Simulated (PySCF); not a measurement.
# Diamond-structure Si

The numbers are results of G0W0@PBE in PySCF (GTH pseudopotentials, Gaussian basis), not measurements.

Cell: measured lattice: a = b = c = 5.430 Å, α = β = γ = 90.00°.

| Item | Value |
|---|---|
| band gap | 1.24 eV ± 0.06 |
| smallest direct gap on the k points sampled | 3.28 eV ± 0.03 |

Note: cell and atoms aren't relaxed at this level.

A ± is a rough bar: the spread of an extrapolation, a floor set from checks against published values, or a statistical error.
